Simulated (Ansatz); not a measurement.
Ideal-gas functions of H3Si−, SMILES `[SiH3-]` at 400 K and 1 bar, from an Ansatz frequency run at PBE0-D4/def2-TZVPD.

Molar mass 31.11 g/mol, point group C3v (symmetry number 3), electronic degeneracy 1, moments of inertia 4.445, 4.445, 5.158 u Å². Harmonic wavenumbers (cm⁻¹, unscaled): 870, 950, 950, 1896, 1896, 1909.

Use S(trans) = R[1.5 ln M + 2.5 ln T − 1.1517]; rotational temperatures θ = 24.2544 K / I; S(rot) = R[ln(√π/σ · √(T³/θAθBθC)) + 1.5]; for each mode x = 1.438777 ν̃/T, S = R[x/(eˣ − 1) − ln(1 − e⁻ˣ)] and H = RT x/(eˣ − 1); 1 cm⁻¹ = 0.0119627 kJ/mol; R = 8.31446 J/(mol·K).

By hand: the entropy, in J/(mol·K).

Translation 157.8. Rotation: θ = 5.4566, 5.4566, 4.7023 K, giving 62.3. Vibration, mode by mode: 1.56, 1.24, 1.24, 0.07, 0.07, 0.07, in all 4.3. Electronic 0.0. Sum 224.4 J/(mol·K).

By hand: H − E and G − E in kJ/mol, counted from the electronic energy.

Zero-point energy ½ × 8471 × 0.0119627 = 50.7; thermal vibration 1.3; translation, rotation and pV give 4 RT = 13.3. H − E = 65.3 kJ/mol, and G − E = 65.3 − 400 × 224.4/1000 = -24.5 kJ/mol.

Vibration gives 2 % of the entropy; all modes have x over 3 and are hardly excited.
